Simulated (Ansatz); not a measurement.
# C3H4FN: how energies converge with the basis set

An exercise on one series of results from a longer session: the logs are not shown, and one member is left open.

Method: one geometry, several basis sets; program: Ansatz 0.2.0, Gaussian basis.

The runs, in order: PBE0-D4/def2-SVP; ωB97M-V/def2-SVP; PBE0-D4/def2-QZVPP; ωB97M-V/def2-QZVPP; the functionals' def2-TZVPP values are taken from earlier runs.

## Structure used throughout

An earlier PBE0-D4 in a triple-zeta def2 set relaxation fixed the geometry.

SMILES `C=CC(=N)F`, 9 atoms, charge 0, spin multiplicity 1.

Atoms are counted from 1 here; the program's logs count them from 0.

Bond lengths: C1–C2 1.328 Å, C1–H6 1.083 Å, C1–H7 1.083 Å, C2–C3 1.457 Å, C2–H8 1.083 Å, C3–N4 1.251 Å, C3–F5 1.351 Å, N4–H9 1.018 Å. Angles: C2–C1–H6 120.9°, C2–C1–H7 121.5°, H6–C1–H7 117.6°, C1–C2–C3 123.8°, C1–C2–H8 122.2°, C3–C2–H8 114.0°, C2–C3–N4 124.1°, C2–C3–F5 113.6°, N4–C3–F5 122.3°, C3–N4–H9 111.6°.

Set-up of the first run:

in.yaml

```yaml
crystal:
  periodic: [false, false, false]
  atoms:
    - {symbol: C, position_ang: [-0.024521, 0.153177, -1.566070]}
    - {symbol: C, position_ang: [0.150071, -0.509522, -0.429004]}
    - {symbol: C, position_ang: [-0.019979, 0.085261, 0.889933]}
    - {symbol: N, position_ang: [0.143416, -0.534126, 1.965060]}
    - {symbol: F, position_ang: [-0.376043, 1.387941, 0.854833]}
    - {symbol: H, position_ang: [0.114720, -0.336239, -2.521989]}
    - {symbol: H, position_ang: [-0.310015, 1.197957, -1.573280]}
    - {symbol: H, position_ang: [0.435472, -1.554238, -0.408645]}
    - {symbol: H, position_ang: [-0.024522, 0.063390, 2.771964]}
basis:
  gaussian: {orbitals: def2-SVP}
hamiltonian: {xc: pbe0, dispersion: d4}
output: {orbitals: {seedname: orbitals}}
```

The run is started by

```sh
ansatz run in.yaml --threads 2 --pin off --events-out ev --progress --plain --max-ram 4352MiB
```

Steps of the session up to this table: PBE0-D4 in def2-SVP; ωB97M-V in def2-SVP; PBE0-D4 in def2-QZVPP; ωB97M-V in def2-QZVPP.

One of the session's tables, all rows but one given; the rest of the session is left out.

It belongs to the step «Functionals by basis». 

| functional | basis | HOMO (eV) |
| --- | --- | --- |
| PBE0-D4 | def2-SVP | -7.98 |
| PBE0-D4 | def2-TZVPP | -8.10 |
| PBE0-D4 | def2-QZVPP | -8.13 |
| ωB97M-V | def2-SVP | ? |
| ωB97M-V | def2-TZVPP | -10.27 |
| ωB97M-V | def2-QZVPP | -10.30 |

Q: Estimate the row for ωB97M-V, def2-SVP from the others.

**Answer.** HOMO (eV): -10.14. In the column «HOMO (eV)» it lies between ωB97M-V, def2-TZVPP (-10.27) and PBE0-D4, def2-QZVPP (-8.13).
